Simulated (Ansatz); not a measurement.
bcc Rb, treated with HSE06-D3(BJ) in Ansatz (PAW).

Numerical settings: plane-wave cutoff 460 eV, 8×8×8 k mesh, Fermi–Dirac smearing 0.05 eV, scalar-relativistic PAW data made under PBE.

Computed at the level's own relaxed cell.

Give the computed volume per atom, bulk modulus B0, lattice parameter a and pressure derivative B′ of the bulk modulus.


* **volume per atom**: 84.93 Å³/atom
* **bulk modulus B0**: 3.28 GPa
* **lattice parameter a**: 5.538 Å
* **pressure derivative B′ of the bulk modulus**: 3.6

Measured, for comparison: equilibrium volume per atom 86.68 Å³/atom, lattice constant a 5.576 Å (low-temperature or extrapolated to 0 K; zero-point anharmonic expansion removed; as tabulated in Csonka et al. (2009), arXiv:0903.4037); bulk modulus 2.92 GPa (corrected for temperature and zero-point phonon effects, our sources range from 2.92 to 3.60; as tabulated in Levämäki et al. (2014), arXiv:1402.3671). Computed (rounded) less measured: equilibrium volume per atom -2.0 %, bulk modulus not scored (sources differ), lattice constant a -0.7 %.

The computed numbers hold no vibrational or temperature effects.

The result took roughly 19 core-minutes.

Ansatz is an electronic-structure program.
